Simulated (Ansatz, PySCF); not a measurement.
This Ansatz (a quantum-chemistry and plane-wave program) input computes a r2SCAN/def2-TZVPD energy:

Ansatz 0.2 input:
```yaml
crystal:
  periodic: [false, false, false]
  atoms:
    - {symbol: Be, position_ang: [-0.00000000, -0.00000000, -0.26442914]}
    - {symbol: H, position_ang: [0.00000000, 0.00000000, 1.05771654]}
basis:
  gaussian:
    orbitals: def2-TZVPD
hamiltonian:
  xc: {name: r2SCAN}
total_charge: 1
output: {forces: true}
```

### Question
Write an input for the same energy in PySCF and say what it gives.

### Answer

```python
from pyscf import gto, scf, dft

mol = gto.M(
    atom='''
    Be   -0.00000000   -0.00000000   -0.26442914
    H     0.00000000    0.00000000    1.05771654
    ''',
    basis='def2-tzvpd',
    charge=1,
    spin=0,
    verbose=4,
)

mf = dft.RKS(mol, xc='r2scan').density_fit(auxbasis='def2-universal-jkfit')
mf.grids.level = 4
mf.conv_tol = 1e-9
mf.max_cycle = 100
mf.max_memory = 1500
mf.kernel()
if not mf.converged:
    mf = mf.newton()
    mf.kernel(mf.make_rdm1())
mf.analyze()
```
It gives -14.93322 Eh, and Ansatz -14.93318 Eh, a difference of 0.04 mEh, from the treatment of integrals and grids.
